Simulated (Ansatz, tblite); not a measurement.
**SbI3: charged states by level of theory**

One table from this session's results is given with a row withheld; the runs are named, their logs left out.

Method: as each input shows; program: Ansatz 0.2.0, Gaussian basis.

The runs, in order: charge +1 doublet, at the geometry of the singlet (PBE0-D4/def2-TZVP, PBE-D4/def2-TZVP, r2SCAN-D4/def2-TZVP, CCSD(T)/def2-SVP); the starting singlet's energies come from earlier runs.

## The relaxed structure

The singlet was relaxed beforehand with PBE-D4/def2-SVP.

4 atoms, charge 0, spin multiplicity 1.

Atoms are counted from 1 here; the program's logs count them from 0.

Bond lengths: Sb1–I2 2.765 Å, Sb1–I3 2.765 Å, Sb1–I4 2.765 Å. Angles: I2–Sb1–I3 100.6°, I2–Sb1–I4 100.6°, I3–Sb1–I4 100.6°.

I, Sb take a core potential in the def2 sets. No spin-orbit coupling is included.

The first run:

Contents of in.yaml:

```yaml
crystal:
  periodic: [false, false, false]
  atoms:
    - {symbol: Sb, position_ang: [-0.004148, 0.005133, 0.951070]}
    - {symbol: I, position_ang: [2.458316, -0.031202, -0.306099]}
    - {symbol: I, position_ang: [-1.201530, 2.140764, -0.333760]}
    - {symbol: I, position_ang: [-1.252648, -2.114696, -0.311220]}
basis:
  gaussian: {orbitals: def2-SVP}
total_charge: 1
magnetization: {spin_polarized: true, initial_magnetization: 1}
hamiltonian: {xc: pbe0, dispersion: d4}
output: {orbitals: {seedname: orbitals}}
```

Run with:

```
$ ansatz run in.yaml --threads 4 --pin off --events-out ev --progress --plain --max-ram 3916MiB
```

Steps of the session up to this table: Charge +1 doublet at the fixed geometry, first pass, PBE0-D4/def2-SVP; Charge +1 doublet at the fixed geometry, PBE0-D4/def2-TZVP; Charge +1 doublet at the fixed geometry, PBE-D4/def2-TZVP; Charge +1 doublet at the fixed geometry, r2SCAN-D4/def2-TZVP; Charge +1 doublet at the fixed geometry, CCSD(T)/def2-SVP.

One of the session's tables, all rows but one given; the rest of the session is left out.

It belongs to the step «Vertical ionisation energy». 

| method | vertical ionisation energy (eV) |
| --- | --- |
| HF/def2-SVP | 8.83 |
| PBE-D4/def2-TZVP | 8.81 |
| r2SCAN-D4/def2-TZVP | 9.00 |
| PBE0-D4/def2-TZVP | 9.12 |
| MP2/def2-SVP | 9.19 |
| CCSD/def2-SVP | 9.03 |
| CCSD(T)/def2-SVP | ? |

**Question.** Estimate the row for CCSD(T)/def2-SVP.

**Answer.** vertical ionisation energy (eV): 8.95. In the column «vertical ionisation energy (eV)» it lies between HF/def2-SVP (8.83) and r2SCAN-D4/def2-TZVP (9.00).
